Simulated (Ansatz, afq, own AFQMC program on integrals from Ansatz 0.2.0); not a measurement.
**RuH, sextet: AFQMC among the cluster methods**

```json
{"atom": "Ru", "x (Å)": "0.0000", "y (Å)": "0.0000", "z (Å)": "0.0000"}
{"atom": "H", "x (Å)": "0.0000", "y (Å)": "0.0000", "z (Å)": "3.7970"}
```

Basis def2-TZVP with its core potentials. Noble-gas cores (and the filled d shells of Ga–Kr and In–Xe) are frozen. AFQMC by an in-house program on the Cholesky factors that Ansatz 0.2.0 writes for its CCSD(T) run. ph-AFQMC/CISD is guided by a CISD state made of CCSD amplitudes; releasing the constraint for a short imaginary time cuts its bias at the price of noise, slowly where states lie close. ± is one standard error of the sampling. No spin–orbit coupling. The metal's outer-core s and p shells are frozen, which shifts wave-function levels against functionals.

Determinant: UHF, the one that the program's search chose, which needn't be the lowest solution. The geometry is a point of a scan.

No full CI on the walks' own integrals is used here; CCSDT(Q) serves as the reference and is uncertain by about the last step of the cluster series.

Cautions: no spin-orbit coupling; outer-core shells of the metal frozen; lower spins were not checked; higher spins were not checked; the released energies get too noisy after the second time (errors over twice the walk's own, or jumping), so no released level is given (meV from the phaseless value at times in 1/Eh: -1 ± 10 at 0.60, 8 ± 12 at 1.20, -8 ± 14 at 2.00, -4 ± 20 at 3.00, -24 ± 23 at 4.20), though the last usable value meets CCSDT(Q) within the noise.

The T1 diagnostic is 0.0110 and the weight of the determinant in the CISD state is 0.950. The ⟨S²⟩ of the determinant is 8.753 and the size of the correlated space is 9 electrons in 42 orbitals.

Reference: CCSDT(Q), correlation energy -3.968 eV.

```csv
level,E − E(reference) (kJ/mol),share of correlation (%)
HF,382.9,0.00
MP2,25.3,93.40
CCSD,9.0,97.65
CCSD(T),1.4,99.65
CCSDT,0.4,99.89
ph-AFQMC/CISD,0.6 ± 0.5,99.84
```

A walk keeps the symmetry of its determinant, which the program's search chose and which needn't be the lowest solution, so a lower state of the same spin and another symmetry isn't excluded.
